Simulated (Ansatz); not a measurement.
An input meant for CH₃ClMg⁺, that is MgMeCl with one electron fewer (charge 1, doublet; atoms displaced at random, 0.08 Å in each coordinate).

```yaml
crystal:
  periodic: [false, false, false]
  atoms:
    - {symbol: Mg, position_ang: [-0.030615, 0.035013, -0.777149]}
    - {symbol: C, position_ang: [-0.036448, 0.015360, 0.480500]}
    - {symbol: H, position_ang: [-0.264713, 0.569171, 0.767753]}
    - {symbol: H, position_ang: [0.859242, -0.168860, 0.806254]}
    - {symbol: H, position_ang: [-0.279992, -0.509766, 0.824924]}
    - {symbol: Cl, position_ang: [-0.029527, -0.043774, -2.418549]}
basis:
  gaussian: {orbitals: def2-mTZVPP}
total_charge: 1
magnetization: {spin_polarized: true, initial_magnetization: 1}
hamiltonian: {xc: {name: SVWN5}}
scf: {omitted_lower_state_checks: [starts]}
output: {forces: true}
```

```sh
$ ansatz run in.yaml --threads 4 --pin off --events-out ev --progress --plain --max-ram 3916MiB
```

Output, abridged:

```
Functional definition: SVWN5
805 factors; their error is unknown
mean field evaluation 1: about -18904.5165 eV, gradient 8.7e1 eV
mean field evaluation 2: about -18846.2244 eV, gradient 1.2e2 eV
mean field evaluation 4: about -18933.1582 eV, gradient 2.9e1 eV
mean field evaluation 8: about -18937.7435 eV, gradient 2.9e-1 eV
mean field evaluation 16: about -18937.7198 eV, gradient 5.8e-5 eV
mean field -18937.71975764 eV, -695.9483646457 hartree, gradient 5.8e-5 eV, S^2 0.751567; 0 other end points of the search recorded, 0 dependent functions left out
reference -18937.71978676 eV, -695.9483657159 hartree; 19, 18 occupied and 56, 57 virtual orbitals, 805 factors
Total energy: -18937.71978676 eV, -695.9483657159 hartree
Atom 0 at    -0.030615     0.035013    -0.777149 Å, force     0.009768     1.786244   -21.675101 eV/Å
Atom 1 at    -0.036448     0.015360     0.480500 Å, force    35.938506    -6.758791    -8.527425 eV/Å
Atom 2 at    -0.264713     0.569171     0.767753 Å, force   -20.179838    49.134014    24.055288 eV/Å
Atom 3 at     0.859242    -0.168860     0.806254 Å, force     6.039867    -0.101190     0.907530 eV/Å
Atom 4 at    -0.279992    -0.509766     0.824924 Å, force   -21.835102   -43.028122    26.636219 eV/Å
Atom 5 at    -0.029527    -0.043774    -2.418549 Å, force     0.026800    -1.032155   -21.396512 eV/Å
Dipole moment:     0.093383     0.027617     1.029609 e Å
Checks for a lower state left out: starts
```

**Question.** What is wrong with this run?

**Answer.** The geometry is squeezed to about two thirds of its size. The calculation finished and met its thresholds. The result belongs to that input, not to the species as meant.
